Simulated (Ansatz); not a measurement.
# Equilibrium volume per atom of some elemental solids other than molecular ones

Method: PBEsol-D3(BJ) (Ansatz, an electronic-structure program, PAW). References are measured values corrected to a static lattice. The table is a random draw of 6 from 14 solids with such references.

Values in Å³/atom.

```
solid   reference  PBEsol-D3(BJ)  error (%)
------  ---------  -------------  ---------
hcp Zr     23.18¶          21.48       -7.3
hcp Ti     17.50¶          15.89       -9.2
hcp Sc     24.77¶          22.46       -9.3
hcp Re     14.62¶          14.27       -2.4
hcp Hf     22.30¶          20.86       -6.5
hcp Mg     22.65¶          21.34       -5.8
```

Over these 6 solids the mean error is -6.7 %, the mean absolute error 6.7 % (median 6.9 %), and the worst case hcp Sc at -9.3 %; the value is below the reference in 6 of 6 cases. Over all 14, from unrounded values, the mean error is -6.3 % and the mean absolute error 6.3 % (median 6.1 %).

All these references are brought to a static lattice.

Spin–orbit coupling is left out, also for the solids with elements from indium on (hcp Re, hcp Hf); its size isn't shown.

¶ marks references of a special kind: hcp Zr, 23.18 Å³/atom (measured, copied from a table, unchecked, extrapolated to 0 K and zero-point effects removed; as tabulated in Lejaeghere et al. (2013), arXiv:1204.2733); hcp Ti, 17.50 Å³/atom (measured, copied from a table, unchecked, extrapolated to 0 K and zero-point effects removed; as tabulated in Lejaeghere et al. (2013), arXiv:1204.2733); hcp Sc, 24.77 Å³/atom (measured, copied from a table, unchecked, extrapolated to 0 K and zero-point effects removed; as tabulated in Lejaeghere et al. (2013), arXiv:1204.2733); hcp Re, 14.62 Å³/atom (measured, copied from a table, unchecked, extrapolated to 0 K and zero-point effects removed; as tabulated in Lejaeghere et al. (2013), arXiv:1204.2733); hcp Hf, 22.30 Å³/atom (measured, copied from a table, unchecked, extrapolated to 0 K and zero-point effects removed; as tabulated in Lejaeghere et al. (2013), arXiv:1204.2733); hcp Mg, 22.65 Å³/atom (measured, copied from a table, unchecked, extrapolated to 0 K and zero-point effects removed; as tabulated in Lejaeghere et al. (2013), arXiv:1204.2733).

Differences are worked out from the printed values.

Ansatz's density-functional and Hartree–Fock values are scalar-relativistic unless marked +SOC, with PAW data made under PBE.

Ansatz's runs of these crystals have no spin polarisation.

Not in this set, of the elemental solids other than molecular ones with a reference value in our tables and a result at some level: 2 for a published cell of unstated conditions; 2 for a reference at room or unstated temperature; 2 for a cell known from the COD alone. These can be a level's best or worst cases. Solids without a released value at any level aren't counted. Cubic solids are told by their lattice constant and aren't counted here. Layered and molecular crystals are counted apart. The metals Ce to Yb are counted apart.

References as tabulated in Lejaeghere et al. (2013), arXiv:1204.2733.
